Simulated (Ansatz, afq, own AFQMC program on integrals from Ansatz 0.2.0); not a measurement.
Where AFQMC and coupled cluster stand for AlNH$_{2}$, singlet

```xyz
4

Al    0.0000    0.0000    0.5638
N     0.0000    0.0000   -0.8752
H     0.0000    0.8223   -1.4647
H     0.0000   -0.8223   -1.4647
```

Connectivity, by distances: Al–NH2.

Basis cc-pVDZ. Noble-gas cores (and the filled d shells of Ga–Kr and In–Xe) are frozen. AFQMC by an in-house program on the Cholesky factors that Ansatz 0.2.0 writes for its CCSD(T) run. The CISD trial takes its coefficients from CCSD amplitudes. Released means that phaseless walkers are propagated on without the constraint, phases kept. Free projection: walkers drawn from exp(T), propagated without any constraint. Its projection time is finite, and what remains of the start isn't in its error. ± is one standard error of the sampling.

Determinant: RHF, the one that the program's search chose, which needn't be the lowest solution. The geometry is a point of a scan.

No full CI on the walks' own integrals is used here; CCSDT(Q) serves as the reference and is uncertain by about the last step of the cluster series.

Cautions: restricted determinant unstable towards unrestricted (UHF 2 meV lower, ⟨S²⟩ 0.07); the released energies are still falling, so no released level is given (meV from the phaseless value at times in 1/Eh: -11 ± 13 at 0.24, -2 ± 9 at 0.51, -2 ± 9 at 0.99, -26 ± 13 at 1.62, -39 ± 15 at 2.40), though the last usable value meets CCSDT(Q) within the noise; the ph-AFQMC/CISD walk drifts between its halves (2.1 errors).

- T1 diagnostic: 0.0123
- weight of the determinant in the CISD state: 0.883
- size of the correlated space: 10 electrons in 36 orbitals

| level | correlation energy (eV) |
| --- | --- |
| MP2 | -6.0023 |
| CCSD | -6.6328 |
| CCSD(T) | -6.7942 |

Estimate where free-projection AFQMC lies against CCSD(T) on the same integrals.

24.1 ± 14.6 meV below CCSD(T). The gap is under twice the noise, so this walk alone can't tell the two apart.

Reference: CCSDT(Q), correlation energy -6.822 eV.

```tsv
level	E − E(reference) (meV)	share of correlation (%)
CCSD(T)	28.1	99.59
CCSDT	15.4	99.77
ph-AFQMC/HF	3.2 ± 53.7	99.95
ph-AFQMC/CISD	17.4 ± 11.3	99.75
free AFQMC	4.0 ± 14.6	99.94
```

Free projections are given only where their last times agree within the noise and don't stop above the reference; a slow remainder of the start can still hide under it. A walk keeps the symmetry of its determinant, which the program's search chose and which needn't be the lowest solution, so a lower state of the same spin and another symmetry isn't excluded.
